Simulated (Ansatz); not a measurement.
**BH₄O (doublet): from Hartree-Fock to the top rungs at distance B1–H4 along a hydrogen transfer = 1.389 Å, cc-pVDZ**

How much of the correlation energy of BH₄O (doublet) does each wave-function method recover here?

Computed with Ansatz 0.2.0, Gaussian basis. Level: cc-pVDZ, correlated electrons: outside noble gas.

The runs, in order: UHF; CCSD(T) on ROHF; CCSD(T) on UHF; BCCD(T) on ROHF; CISD; CCSDT(Q) on ROHF; CCSDT(Q) on UHF; CASSCF and MRCISD+Q, 3 electrons in 3 orbitals; CASSCF and NEVPT2, 3 electrons in 3 orbitals.

### 1 The geometry

The geometry derives from fragments relaxed apart (PBE0/def2-TZVP) and kept rigid, so it is no stationary point. A hydrogen atom is moved between rigid fragments.

6 atoms, charge 0, spin multiplicity 2.

Atoms are counted from 1 here; the program's logs count them from 0.

Bond lengths: B1–H2 1.193 Å, B1–H3 1.193 Å, B1–H4 1.389 Å, H4–O5 1.136 Å, O5–H6 0.973 Å. Angles: H2–B1–H3 120.0°, H2–B1–H4 120.0°, H3–B1–H4 120.0°, B1–H4–O5 180.0°, H4–O5–H6 105.0°.

Geometry (Å):

```xyz
6

B    -1.4070    0.0307    0.0000
H    -2.0037    1.0643    0.0000
H    -2.0037   -1.0029    0.0000
H    -0.0180    0.0307    0.0000
O     1.1180    0.0307    0.0000
H     1.3699   -0.9092    0.0000
```

In the tables R marks a restricted open-shell determinant and U an unrestricted one; 'pair' is the active space of 3 electrons in 3 orbitals; correlation energies count from the lowest restricted Hartree-Fock solution.

### 2 UHF

Contents of in.yaml:

```yaml
crystal:
  periodic: [false, false, false]
  atoms:
    - {symbol: B, position_ang: [-1.406986, 0.030718, 0.000000]}
    - {symbol: H, position_ang: [-2.003719, 1.064290, 0.000000]}
    - {symbol: H, position_ang: [-2.003719, -1.002853, 0.000000]}
    - {symbol: H, position_ang: [-0.017986, 0.030718, 0.000000]}
    - {symbol: O, position_ang: [1.118014, 0.030718, 0.000000]}
    - {symbol: H, position_ang: [1.369873, -0.909232, 0.000000]}
basis:
  gaussian: {orbitals: cc-pVDZ}
magnetization: {spin_polarized: true, initial_magnetization: 1}
hamiltonian: {xc: hf}
output: {orbitals: {seedname: orbitals}}
```

Launch:

```console
$ ansatz run in.yaml --threads 1 --pin off --events-out ev --progress --plain --max-ram 2393MiB
```

The runs that follow: CCSD(T) on ROHF; CCSD(T) on UHF; BCCD(T) on ROHF; CISD; CCSDT(Q) on ROHF; CCSDT(Q) on UHF; CASSCF and MRCISD+Q, 3 electrons in 3 orbitals; CASSCF and NEVPT2, 3 electrons in 3 orbitals.

Before running them: what should the planned runs give, taken together? Wanted: correlation energy, UCCSDT(Q); RMP2 from UCCSDT(Q); UMP2 from UCCSDT(Q); RCCSD from UCCSDT(Q); RCCSD(T) from UCCSDT(Q); UCCSD(T) from UCCSDT(Q); RCCSDT(Q) from UCCSDT(Q); NEVPT2 pair from UCCSDT(Q); MRCISD+Q pair from UCCSDT(Q).

**Answer**, as computed:

| quantity | value |
| --- | --- |
| correlation energy, UCCSDT(Q) | -8.9597 eV |
| RMP2 from UCCSDT(Q) | +91.0 kJ/mol |
| UMP2 from UCCSDT(Q) | +103.9 kJ/mol |
| RCCSD from UCCSDT(Q) | +21.2 kJ/mol |
| RCCSD(T) from UCCSDT(Q) | +3.9 kJ/mol |
| UCCSD(T) from UCCSDT(Q) | +4.0 kJ/mol |
| RCCSDT(Q) from UCCSDT(Q) | +0.1 kJ/mol |
| NEVPT2 pair from UCCSDT(Q) | +98.7 kJ/mol |
| MRCISD+Q pair from UCCSDT(Q) | +11.2 kJ/mol |
| levels of the table within 1 kcal/mol (43 meV) | RCCSD(T), UCCSD(T), BCCD(T), RCCSDT, UCCSDT, RCCSDT(Q) |
| T1 diagnostic | 0.020 |

**Reading.** RCCSD(T) misses by +3.9 kJ/mol, 0.5 % of the correlation energy. Of the multireference levels listed MRCISD+Q pair comes nearest in total energy (+11.2 kJ/mol), which doesn't show that its space is the better one. These misses are within one basis, not against nature; the frozen cores of restricted and unrestricted runs differ, which can shift their rows.
